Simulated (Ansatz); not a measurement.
Cubic perovskite KTaO3, treated with PBE (PAW; Ansatz, a first-principles code).

Run with plane-wave cutoff 500 eV, 8×8×8 k mesh, gaussian smearing 0.02 eV, scalar-relativistic PAW data made under PBE.

Cell (relaxed at this level):

```
CELL_PARAMETERS angstrom
      4.02450     0.00000     0.00000
      0.00000     4.02450     0.00000
      0.00000     0.00000     4.02450
ATOMIC_POSITIONS crystal
  K  0.00000 0.00000 0.00000
  Ta 0.50000 0.50000 0.50000
  O  0.50000 0.00000 0.50000
  O  0.00000 0.50000 0.50000
  O  0.50000 0.50000 0.00000
```

Problem. What does this level give for the band gap?

Solution. 
* **band gap**: 2.16 eV (on the SCF k mesh)

Measured, for comparison: band gap 3.64 eV (temperature not stated, no zero-point or thermal correction, indirect; as tabulated in Himmetoglu and Janotti (2016), arXiv:1601.06205).

Spin–orbit coupling is not included.

Cost on a shared machine: roughly 28 core-seconds.
